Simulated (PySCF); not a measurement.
# PO⁺ at other levels of theory

Starting from one script, swap the method and compare what comes out for PO⁺.

The runs use PySCF 2.14.0; method and basis as typed in the scripts.

2 further runs of the same task are left out: 2 that didn't finish.

## 1. Starting geometry

PO⁺: 2 atoms, charge 1, spin multiplicity 1.

Bond lengths: P1–O2 1.827 Å.

## 2. Base script

input.py reads:

```python
from pyscf import gto, dft

mol = gto.M(
    atom='P 0 0 0; O 0 0 1.827',
    basis='jorge-dzp-dkh',
    charge=1,
    spin=0,
    symmetry=True,
    verbose=4,
)
mf = dft.RKS(mol, xc='hse06')
mf = mf.sfx2c1e()
mf.kernel()
mf.dip_moment()
print('orbital energies (hartree):', mf.mo_energy[..., max(0, mol.nelec[1]-3):mol.nelec[0]+3].round(4))
```

On the command line:

```sh
$ OMP_NUM_THREADS=1 python input.py
```

## 3. EOM-EA (RHF)

Edit 1 changes step after the SCF: none → eomea; SCF type: RKS → RHF; functional: hse06 → none (Hartree–Fock); frozen orbitals: none → 6; number of roots: none → 8.

Edit input.py of step 2 so:

```diff
@@ -1,2 +1,2 @@
-from pyscf import gto, dft
+from pyscf import gto, scf, cc
 
@@ -10,5 +10,9 @@
 )
-mf = dft.RKS(mol, xc='hse06')
+mf = scf.RHF(mol)
 mf = mf.sfx2c1e()
 mf.kernel()
+mycc = cc.CCSD(mf, frozen=6)
+mycc.kernel()
+e = mycc.eaccsd(nroots=8)[0]
+print('roots (eV) =', (e*27.211386).round(3))
 mf.dip_moment()
```

## 4. MP2 (RHF)

Edit 2 changes step after the SCF: none → mp2; SCF type: RKS → RHF; functional: hse06 → none (Hartree–Fock).

Edit input.py of step 2 so:

```diff
@@ -1,2 +1,2 @@
-from pyscf import gto, dft
+from pyscf import gto, scf, mp
 
@@ -10,5 +10,6 @@
 )
-mf = dft.RKS(mol, xc='hse06')
+mf = scf.RHF(mol)
 mf = mf.sfx2c1e()
 mf.kernel()
+mp.MP2(mf).kernel()
 mf.dip_moment()
```

## 5. Lc_wpbe

Edit 3 changes functional: hse06 → lc_wpbe.

Edit input.py of step 2 so:

```diff
@@ -10,3 +10,3 @@
 )
-mf = dft.RKS(mol, xc='hse06')
+mf = dft.RKS(mol, xc='lc_wpbe')
 mf = mf.sfx2c1e()
```

Before running it: what results should come out? Wanted: for each run, E(SCF); from base; gap; after the SCF.

The runs gave:

| run | E(SCF) (hartree) | from base (eV) | cycles | gap (eV) | after the SCF |
| --- | --- | --- | --- | --- | --- |
| base | -416.812729 | 0 | 12 | 4.20 | n/a |
| EOM-EA (RHF) | -415.985052 | not comparable | 11 | 11.19 | CCSD correlation -9.741 eV, core frozen, first root -8.99 eV |
| MP2 (RHF) | -415.985052 | not comparable | 11 | 11.19 | MP2 correlation -13.044 eV |
| lc_wpbe | -416.823070 | not comparable | 11 | 10.01 | n/a |

What this shows: Total energies of different functionals can't be compared with each other; differences within one functional can.
